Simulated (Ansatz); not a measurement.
CCSD(T) against full CI for several species

Each species is computed at the geometry given (Å), with frozen cores, in Ansatz 0.2.0: RHF-CCSD(T) for singlets, UHF-CCSD(T) otherwise, and full CI in the same basis. The program picks the determinant by trial CCSD, so it needn't be the lowest Hartree–Fock solution. States: CO Σ⁺ or Δ, HOB Σ⁺ or Δ, SiH3 A'. Cases whose determinant has another symmetry than full CI's state, or whose (Q) step broke down, weren't drawn.

Problem. Judging by size, spin and bonding, rank them by the size of CCSD(T)'s error in total energy against full CI in the same basis, smallest first (an estimate).
A. CO, singlet, 6-31G: O 0.000 0.000 0.000; C 0.000 0.000 0.890
B. SiH3, doublet, 6-31G: Si -0.002 -0.004 -0.042; H 1.413 0.011 0.410; H -0.723 1.216 0.404; H -0.636 -1.125 0.367
C. HOB, singlet, 6-31G: B 0.000 0.000 1.370; O 0.000 0.000 -0.209; H 0.000 0.000 -1.161

Solution. B (8.2 meV), A (18.9 meV), C (34.6 meV).

```tsv
species	basis	correlated electrons	CCSD(T) − full CI (meV)	CCSDT(Q) − full CI (meV)	unpaired electrons (full CI)	T1	⟨S²⟩ of the determinant
SiH3, doublet	6-31G	7	8.2	0.1	1.02	0.008	0.76
CO, singlet	6-31G	10	18.9	-0.1	0.03	0.011	0.00
HOB, singlet	6-31G	10	34.6	-6.6	0.11	0.027	0.00
```

Unpaired electrons are Σ n²(2−n)² over natural occupations; an open shell counts its own unpaired electrons too. Frozen cores follow each run's orbitals, which moves totals by a few meV.
